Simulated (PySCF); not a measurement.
Compound: C₃H₃FO.
Bonds: C1–C2 (double), C2–C3, C3–O4 (double), C3–F5. Hydrogens: H6, H7 on C1; H8 on C2.

Computed, not measured: PBE0-D3(BJ)/def2-SVP geometry optimisation, gas phase (PySCF 2.14.0).

Problem. Give the optimised bond lengths and angles.

Solution. 
```tsv
bond	length (bohr)	order
C1=C2	2.523	double
C2–C3	2.788	single
C3=O4	2.241	double
C3–F5	2.532	single
C1–H6	2.067	single
C1–H7	2.064	single
C2–H8	2.065	single
```

Orders are formal, as drawn. A selection of angles:
```tsv
angle	degrees
C2–C1–H6	120.1
C2–C1–H7	121.5
H6–C1–H7	118.4
C1–C2–C3	120.2
C1–C2–H8	122.6
C3–C2–H8	117.2
C2–C3–O4	128.1
C2–C3–F5	111.0
O4–C3–F5	120.9
```

Dihedral angles: C1–C2–C3–O4 0° (synperiplanar).

The 5 heavy atoms lie in one plane (0.002 Å rms). Of the pairs four or more bonds apart, O4···H6 is among the closest relative to their van der Waals radii: 2.61 Å, 96 % of the sum of Bondi's values. The C–C distances run from 1.335 Å (C1=C2, drawn double) to 1.475 Å (C2–C3, drawn single), a spread of 0.140 Å.

Point group: Cs (every atom within 0.08 Å of its image). No frequency check. The numbers are those of one conformer.
